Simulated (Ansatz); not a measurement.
**C4H8O2: how energies converge with the basis set**

Aim: see how fast density functionals converge with the basis set for C4H8O2.

Method: one geometry, several basis sets; program: Ansatz 0.2.0, Gaussian basis.

Plan: PBE0-D4/def2-SVP; ωB97M-V/def2-SVP; PBE0-D4/def2-QZVPP; ωB97M-V/def2-QZVPP; the functionals' def2-TZVPP values are taken from earlier runs.

### 1 The geometry

All runs share one geometry, relaxed beforehand with PBE0-D4 in a triple-zeta def2 set.

SMILES `C=C(OC)OC`, 14 atoms, charge 0, spin multiplicity 1.

Atoms are counted from 1 here; the program's logs count them from 0.

Bond lengths: C1–C2 1.336 Å, C1–H7 1.077 Å, C1–H8 1.079 Å, C2–O3 1.343 Å, C2–O5 1.342 Å, O3–C4 1.409 Å, C4–H9 1.088 Å, C4–H10 1.094 Å, C4–H11 1.094 Å, O5–C6 1.415 Å, C6–H12 1.089 Å, C6–H13 1.092 Å, C6–H14 1.092 Å. Angles: C2–C1–H7 122.0°, C2–C1–H8 118.8°, H7–C1–H8 119.2°, C1–C2–O3 126.9°, C1–C2–O5 120.9°, O3–C2–O5 112.2°, C2–O3–C4 116.8°, O3–C4–H9 106.3°, O3–C4–H10 110.8°, O3–C4–H11 110.8°, H9–C4–H10 109.8°, H9–C4–H11 109.8°, H10–C4–H11 109.3°, C2–O5–C6 118.9°, O5–C6–H12 105.3°, O5–C6–H13 111.7°, O5–C6–H14 111.7°, H12–C6–H13 109.6° and more.

Geometry (Å):

```xyz
14
C4H8O2
C    -1.2393   -0.9879   -0.9056
C    -0.4371   -0.0382   -0.4176
O     0.4908   -0.1823    0.5422
C     0.6377   -1.4691    1.0967
O    -0.4986    1.2201   -0.8794
C     0.3723    2.1921   -0.3325
H    -1.2049   -2.0035   -0.5483
H    -1.9419   -0.7261   -1.6814
H     1.4236   -1.3914    1.8457
H     0.9280   -2.1928    0.3291
H    -0.2929   -1.7978    1.5690
H     0.1380    3.1161   -0.8582
H     0.2038    2.3277    0.7382
H     1.4205    1.9331   -0.4979
```

### 2 PBE0-D4 in def2-SVP

File in.yaml:

```yaml
crystal:
  periodic: [false, false, false]
  atoms:
    - {symbol: C, position_ang: [-1.239282, -0.987896, -0.905556]}
    - {symbol: C, position_ang: [-0.437088, -0.038160, -0.417620]}
    - {symbol: O, position_ang: [0.490806, -0.182343, 0.542166]}
    - {symbol: C, position_ang: [0.637707, -1.469116, 1.096675]}
    - {symbol: O, position_ang: [-0.498573, 1.220091, -0.879403]}
    - {symbol: C, position_ang: [0.372279, 2.192067, -0.332529]}
    - {symbol: H, position_ang: [-1.204922, -2.003475, -0.548254]}
    - {symbol: H, position_ang: [-1.941876, -0.726058, -1.681430]}
    - {symbol: H, position_ang: [1.423586, -1.391424, 1.845722]}
    - {symbol: H, position_ang: [0.927971, -2.192795, 0.329104]}
    - {symbol: H, position_ang: [-0.292864, -1.797825, 1.569031]}
    - {symbol: H, position_ang: [0.137953, 3.116149, -0.858199]}
    - {symbol: H, position_ang: [0.203780, 2.327708, 0.738200]}
    - {symbol: H, position_ang: [1.420533, 1.933087, -0.497907]}
basis:
  gaussian: {orbitals: def2-SVP}
hamiltonian: {xc: pbe0, dispersion: d4}
output: {orbitals: {seedname: orbitals}}
```

Launch:

```sh
$ ansatz run in.yaml --threads 2 --pin off --events-out ev --progress --plain --max-ram 22528MiB --backend cpu
```

After this run come: ωB97M-V in def2-SVP; PBE0-D4 in def2-QZVPP; ωB97M-V in def2-QZVPP.

Before running them: what should the planned runs give, taken together? Wanted: PBE0-D4: double and triple zeta above quadruple; ωB97M-V: double and triple zeta above quadruple.

The runs gave:

| quantity | value |
| --- | --- |
| PBE0-D4: double and triple zeta above quadruple | 9.98, 0.46 eV |
| ωB97M-V: double and triple zeta above quadruple | 10.35, 0.45 eV |

In words: For PBE0-D4 the step from double to triple zeta gains 9.52 eV and the next only 0.46 eV. These are total energies; as a rule much of such shifts cancels in differences, which this series doesn't test. The LUMO of ωB97M-V is positive and keeps falling with the basis (3.79 to 1.81 eV): an unbound level that the basis holds in place.
